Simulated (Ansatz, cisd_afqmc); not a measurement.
System: H2S, charge 1, doublet. H2S+ (parent SMILES S, doublet).
B3LYP-D3(BJ)/def2-TZVP minimum from Ansatz (a program for electronic structure):
```
S
H 1 1.3640
H 1 1.3640 2 93.09
```
Charge +1, spin multiplicity 2.

Total energies in cc-pV(Q+d)Z, 7 correlated electrons, 5 frozen orbitals. Radicals and triplets start from unrestricted determinants; spin-orbit coupling is neglected. Correlated methods leave the cores frozen. No relativity. AFQMC/CISD: phaseless, guided by CISD from CCSD amplitudes; bars are statistical, one sigma. Outlying blocks are dropped, and bars are widened where a walk drifts. Over all cases where full CI ran beside it in this data, AFQMC minus full CI had a median of +0.1 mEh and passed +0.4 mEh in a tenth of the cases.

```csv
method,program,energy (Eh),minus CCSDT(Q) (mEh)
HF,Ansatz,-398.38059,194.99
MP2,Ansatz,-398.54233,33.25
CCSD,Ansatz,-398.56785,7.73
CCSD(T),Ansatz,-398.57449,1.09
CCSDT(Q),Ansatz,-398.57558,0.00
AFQMC/CISD,cisd_afqmc,-398.5753 ± 0.0003,0.3 ± 0.3
```

Rough core times of Ansatz's runs on a shared machine: CCSD(T) 30 s, CCSDT(Q) 20 min.
